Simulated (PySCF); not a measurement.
Identify the unknown among the candidates.

All candidates are C4H7F.

- Rotational structure: rotational constants A, B, C: 8.674, 3.608, 2.632 GHz [PBE0-D3(BJ)/def2-SVP]
- Couplings: largest of the computed one-bond spin–spin couplings (means over like bonds): 19F–13C -315.4, 13C–1H +159.4, 13C–1H +134.6 (×3), 13C–1H +133.3 (×3), 13C–13C +95.9, 13C–13C +57.1, 13C–13C +51.1 Hz [B3LYP/pcJ-1, spin–dipole term left out for some pairs]
- Dipole: 1.65 D [PBE0-D3(BJ)/def2-SVP]
- XPS: C1s 290.2, C1s 291.0, C1s 291.2, C1s 292.5, F1s 692.6 eV [ΔSCF SCAN, pcX-2 on the ionised atom, pcseg-1 elsewhere, spin-free X2C]

Gas-phase values; electronic properties from PySCF, density fitting. Levels stand in brackets. Isolated species at its PBE0-D3(BJ)/def2-SVP geometry, gas phase.

Task: Which candidate is it?
A. `C/C=C(\C)F`
B. `C/C=C/CF`
C. `CC1(F)CC1`

Result: A. It is `C/C=C(\C)F`. Numbering: `[CH3:1]/[CH:2]=[C:3](\[CH3:4])[F:5]`. Its formula, C4H7F, gives 1 degree of unsaturation: 0 rings and 1 π bond in the structure found. The couplings run between: -315.4 Hz, vinyl fluorine [F5] and vinylic C–F carbon [C3]; +159.4 Hz, alkene CH carbon [C2] and its hydrogen; +134.6 Hz, allylic carbon [C4] and its hydrogen (with 2 like pairs); +133.3 Hz, allylic carbon [C1] and its hydrogen (with 2 like pairs); +95.9 Hz, alkene CH carbon [C2] and vinylic C–F carbon [C3]; +57.1 Hz, vinylic C–F carbon [C3] and allylic carbon [C4]; +51.1 Hz, allylic carbon [C1] and alkene CH carbon [C2]. The core levels belong to: C1s 290.2 eV, alkene CH carbon [C2]; C1s 291.0 eV, allylic carbon [C1]; C1s 291.2 eV, allylic carbon [C4]; C1s 292.5 eV, vinylic C–F carbon [C3]; F1s 692.6 eV, vinyl fluorine [F5]. The optimised geometry has point group Cs and is an asymmetric top.

The others, at the same levels:
- `C/C=C/CF` fails: its computed core binding energies are C1s 290.4, C1s 290.4, C1s 290.9, C1s 293.2, F1s 692.5 eV, rotational constant A is 14.871 GHz (against 8.674 GHz) and smallest rotational constant is 2.220 GHz (against 2.632 GHz).
- `CC1(F)CC1` fails: its computed core binding energies are C1s 290.8 (×2), C1s 291.0, C1s 292.9, F1s 692.2 eV, rotational constant A is 6.726 GHz (against 8.674 GHz) and smallest rotational constant is 4.005 GHz (against 2.632 GHz).

Each candidate is one conformer, not necessarily the lowest. The conformers computed, where there is a choice (atom-mapped SMILES and torsion angles):
- `[CH3:1]/[CH:2]=[CH:3]/[CH2:4][F:5]`: C2–C3–C4–F5 1°

One-bond C–F couplings are unscaled; at this level they come out some 30 % too large in size.
